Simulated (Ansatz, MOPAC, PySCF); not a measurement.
Pair of molecules: C5H10 (SMILES C1CCCC1) (first 15 atoms) with C5H12 (SMILES CC(C)(C)C); geometry from S66by8 set.
(charge 0, multiplicity 1):
```json
[
 {"atom": "C", "x (Å)": "0.8013", "y (Å)": "-1.0165", "z (Å)": "-2.6285"},
 {"atom": "H", "x (Å)": "0.8549", "y (Å)": "-1.1165", "z (Å)": "-3.7143"},
 {"atom": "H", "x (Å)": "1.4928", "y (Å)": "-1.7386", "z (Å)": "-2.1966"},
 {"atom": "C", "x (Å)": "1.1183", "y (Å)": "0.4305", "z (Å)": "-2.2166"},
 {"atom": "H", "x (Å)": "1.8395", "y (Å)": "0.8957", "z (Å)": "-2.8858"},
 {"atom": "H", "x (Å)": "1.5570", "y (Å)": "0.4454", "z (Å)": "-1.2192"},
 {"atom": "C", "x (Å)": "-0.2432", "y (Å)": "1.1712", "z (Å)": "-2.2133"},
 {"atom": "H", "x (Å)": "-0.2567", "y (Å)": "2.0064", "z (Å)": "-2.9110"},
 {"atom": "H", "x (Å)": "-0.4474", "y (Å)": "1.5826", "z (Å)": "-1.2253"},
 {"atom": "C", "x (Å)": "-1.2973", "y (Å)": "0.1094", "z (Å)": "-2.5770"},
 {"atom": "H", "x (Å)": "-1.4722", "y (Å)": "0.1108", "z (Å)": "-3.6543"},
 {"atom": "H", "x (Å)": "-2.2554", "y (Å)": "0.2836", "z (Å)": "-2.0891"},
 {"atom": "C", "x (Å)": "-0.6455", "y (Å)": "-1.2145", "z (Å)": "-2.1800"},
 {"atom": "H", "x (Å)": "-1.1231", "y (Å)": "-2.0821", "z (Å)": "-2.6333"},
 {"atom": "H", "x (Å)": "-0.6846", "y (Å)": "-1.3397", "z (Å)": "-1.0961"},
 {"atom": "C", "x (Å)": "0.0511", "y (Å)": "0.0996", "z (Å)": "2.2957"},
 {"atom": "C", "x (Å)": "-0.0452", "y (Å)": "-0.0525", "z (Å)": "3.8114"},
 {"atom": "H", "x (Å)": "0.9473", "y (Å)": "-0.0680", "z (Å)": "4.2637"},
 {"atom": "H", "x (Å)": "-0.6041", "y (Å)": "0.7754", "z (Å)": "4.2498"},
 {"atom": "H", "x (Å)": "-0.5524", "y (Å)": "-0.9812", "z (Å)": "4.0767"},
 {"atom": "C", "x (Å)": "0.7652", "y (Å)": "1.4065", "z (Å)": "1.9601"},
 {"atom": "H", "x (Å)": "0.8467", "y (Å)": "1.5400", "z (Å)": "0.8804"},
 {"atom": "H", "x (Å)": "0.2217", "y (Å)": "2.2612", "z (Å)": "2.3656"},
 {"atom": "H", "x (Å)": "1.7728", "y (Å)": "1.4171", "z (Å)": "2.3783"},
 {"atom": "C", "x (Å)": "-1.3539", "y (Å)": "0.1194", "z (Å)": "1.6984"},
 {"atom": "H", "x (Å)": "-1.3169", "y (Å)": "0.2366", "z (Å)": "0.6146"},
 {"atom": "H", "x (Å)": "-1.9362", "y (Å)": "0.9468", "z (Å)": "2.1067"},
 {"atom": "H", "x (Å)": "-1.8838", "y (Å)": "-0.8084", "z (Å)": "1.9197"},
 {"atom": "C", "x (Å)": "0.8390", "y (Å)": "-1.0739", "z (Å)": "1.7184"},
 {"atom": "H", "x (Å)": "0.3438", "y (Å)": "-2.0209", "z (Å)": "1.9386"},
 {"atom": "H", "x (Å)": "0.9339", "y (Å)": "-0.9867", "z (Å)": "0.6353"},
 {"atom": "H", "x (Å)": "1.8437", "y (Å)": "-1.1113", "z (Å)": "2.1421"}
]
```

Monomers are frozen at their geometry in the pair; levels with a basis set take the counterpoise correction. Rows marked so take none.

Rows in 6-31G* carry no dispersion term and start afresh at each structure (6-31G* with six Cartesian d functions). MP2/6-31G* freezes PySCF's default core. The state reached by AM1 isn't checked.

Programs: Ansatz (Gaussian orbitals); MOPAC for AM1 (differences of heats of formation); PySCF for 6-31G* rows, the dispersion terms. 

```tsv
level	interaction energy (kcal/mol)
AM1	-0.67
BLYP/def2-TZVPPD	2.40
BLYP-D4/def2-TZVPPD	-1.98
revPBE-D3(BJ)/def2-TZVPPD	-2.54
r2SCAN/def2-TZVPPD	-0.66
B3LYP/6-31G*	1.55
CAM-B3LYP/def2-TZVPPD	0.42
CAM-B3LYP-D4/def2-TZVPPD	___
MP2/6-31G* (no counterpoise)	___
```

Problem. Complete the blanks.

Solution. 
- CAM-B3LYP-D4/def2-TZVPPD, interaction energy (kcal/mol): -2.37
- MP2/6-31G* (no counterpoise), interaction energy (kcal/mol): -1.79

Ansatz is a quantum-chemistry and plane-wave program.
